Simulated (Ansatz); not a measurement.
# CHO (doublet): from Hartree-Fock to the top rungs, cc-pVDZ

Aim: climb from Hartree-Fock through coupled cluster and multireference methods for CHO (doublet) at one geometry and basis, and see what each rung misses.

Method: cc-pVDZ, core rule «outside noble gas», up to 2 orbitals frozen; program: Ansatz 0.2.0, Gaussian basis.

To be run: UHF; CCSD(T) on ROHF; CCSD(T) on UHF; BCCD(T) on ROHF; CISD as a restricted active space (open shells left free, so some higher excitations enter); CCSDT(Q) on ROHF; CCSDT(Q) on UHF; CCSDTQ on ROHF; CCSDTQ on UHF; CASSCF and MRCISD+Q, 11 electrons in 9 orbitals; CASSCF and MRCISD+Q(relaxed), 11 electrons in 9 orbitals; CASSCF and NEVPT2, 11 electrons in 9 orbitals.

4 further runs of the same task are left out: 4 set aside as unsound or not needed. Runs told in other sessions of the task aren't counted.

## Step 1: What is computed

The geometry is a PBE0/def2-TZVP stationary point (not a proven minimum).

3 atoms, charge 0, spin multiplicity 2.

Atoms are counted from 1 here; the program's logs count them from 0.

Bond lengths: O1–C2 1.265 Å, O1–H3 0.984 Å. Angles: C2–O1–H3 114.4°.

Geometry (Å):

```xyz
3
CHO
O     0.0000   -0.1013    0.5002
C     0.0000    0.0736   -0.7526
H     0.0000    0.7302    1.0271
```

## Step 2: UHF

in.yaml

```yaml
crystal:
  periodic: [false, false, false]
  atoms:
    - {symbol: O, position_ang: [0.000000, -0.101264, 0.500232]}
    - {symbol: C, position_ang: [0.000000, 0.073612, -0.752550]}
    - {symbol: H, position_ang: [0.000000, 0.730231, 1.027088]}
basis:
  gaussian: {orbitals: cc-pVDZ}
magnetization: {spin_polarized: true, initial_magnetization: 1}
hamiltonian: {xc: hf}
output: {orbitals: {seedname: orbitals}}
```

The run is started by

```bash
ansatz run in.yaml --threads 1 --pin off --events-out ev --progress --plain --max-ram 2816MiB --backend cpu
```

The runs that follow: CCSD(T) on ROHF; CCSD(T) on UHF; BCCD(T) on ROHF; CISD as a restricted active space (open shells left free, so some higher excitations enter); CCSDT(Q) on ROHF; CCSDT(Q) on UHF; CCSDTQ on ROHF; CCSDTQ on UHF; CASSCF and MRCISD+Q, 11 electrons in 9 orbitals; CASSCF and MRCISD+Q(relaxed), 11 electrons in 9 orbitals; CASSCF and NEVPT2, 11 electrons in 9 orbitals.

Before running them: what should the planned runs give, taken together? Wanted: UCCSDTQ from the RHF energy; RMP2 from UCCSDTQ; UMP2 from UCCSDTQ; RCCSD from UCCSDTQ; RCCSD(T) from UCCSDTQ; UCCSD(T) from UCCSDTQ; RCCSDT(Q) from UCCSDTQ; UCCSDT(Q) from UCCSDTQ; NEVPT2 valence from UCCSDTQ.

As calculated:

| quantity | value |
| --- | --- |
| UCCSDTQ from the ROHF energy | -8.3748 eV |
| RMP2 from UCCSDTQ | +808.7 meV |
| UMP2 from UCCSDTQ | +819.1 meV |
| RCCSD from UCCSDTQ | +262.9 meV |
| RCCSD(T) from UCCSDTQ | +36.4 meV |
| UCCSD(T) from UCCSDTQ | +36.5 meV |
| RCCSDT(Q) from UCCSDTQ | +0.8 meV |
| UCCSDT(Q) from UCCSDTQ | -2.4 meV |
| NEVPT2 valence from UCCSDTQ | +1158.8 meV |
| MRCISD+Q valence from UCCSDTQ | +68.9 meV |
| MRCISD+Q(relaxed) valence from UCCSDTQ | -2.2 meV |
| levels within 1 kcal/mol (43 meV) | RCCSD(T), UCCSD(T), BCCD(T), RCCSDT, UCCSDT, RCCSDT(Q), UCCSDT(Q), RCCSDTQ, MRCISD+Q(relaxed) valence |
| T1 diagnostic | 0.023 |
| effectively unpaired electrons | 1.02 |

**Reading.** RCCSD(T) misses by +36.4 meV, 0.4 % of the correlation energy. One determinant dominates. Of the multireference levels listed MRCISD+Q(relaxed) valence comes nearest in total energy (-2.2 meV), which doesn't show that its space is the better one. These misses are within one basis, not against nature; the frozen cores of restricted and unrestricted runs differ, which can shift their rows.

With open shells the CI space here admits some higher excitations, so it is larger than plain CISD.
